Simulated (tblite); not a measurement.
Start geometry of `[H]/P=C(\F)N(C)C` from a force field or distance geometry (Å):
```
atom  x, y, z in Å
C1    -0.7693    1.1882   -0.3692
N2    -0.2267   -0.1269   -0.4011
C3    -1.0289   -1.1482    0.2219
C4     1.0911   -0.0329    0.1856
F5     1.2555    0.1783    1.5399
P6     2.3683   -0.2197   -0.8552
H7    -1.7835    1.2701   -0.7903
H8    -0.0960    1.8533   -0.9666
H9    -0.7733    1.5628    0.6871
H10   -0.5924   -2.1712    0.1079
H11   -2.0183   -1.2052   -0.3288
H12   -1.1724   -1.0058    1.3007
H13    3.7415   -0.1423   -0.3497
```

**Question.** What comes out of this run: tblite 0.8.0, GFN2-xTB geometry optimisation, gas phase?

**Answer.** 
```
atom  x, y, z in Å
C1    -0.6925    1.1650   -0.5029
N2    -0.1704   -0.1205   -0.1215
C3    -1.0940   -1.0454    0.4888
C4     1.1693   -0.2383    0.0139
F5     1.5591   -1.4548    0.4507
P6     2.3234    0.9532   -0.3617
H7    -1.6975    1.0369   -0.9026
H8    -0.0495    1.5975   -1.2719
H9    -0.7266    1.8560    0.3464
H10   -0.6035   -1.9970    0.6781
H11   -1.9340   -1.2116   -0.1878
H12   -1.4775   -0.6499    1.4359
H13    3.3894    0.1093   -0.0832
```

The energy falls by 105.6 kJ/mol over 137 L-BFGS steps, the largest force on an atom goes from 2.37 to 0.007 eV/Å, and the atoms move by 0.739 Å rms after alignment. The bond that changes most is N2–C4 (ends: nitrogen bonded to 3 C; carbon bonded to F, N and P), which shortens by 0.094 Å. Bonds longer at the end by more than 0.005 Å: 2 of 12; shorter: 8. Among the angles that change most is C4–P6–H13, from 120.0° to 92.9°. Among the dihedrals that turn most is C1–N2–C4–F5, from 71° to 176°. Rotational constants go from 4121, 2011, 1839 to 4243, 2367, 1554 MHz. The orientation of the end geometry is arbitrary; only internal coordinates are fixed.

Its GFN2-xTB frequencies are all real (lowest 79 cm⁻¹). 3 starts were optimised and ended at 0.00, 0.01 and 0.03 kcal/mol (GFN2-xTB); the lowest of these is shown.

The numbers are calculated, not measured.
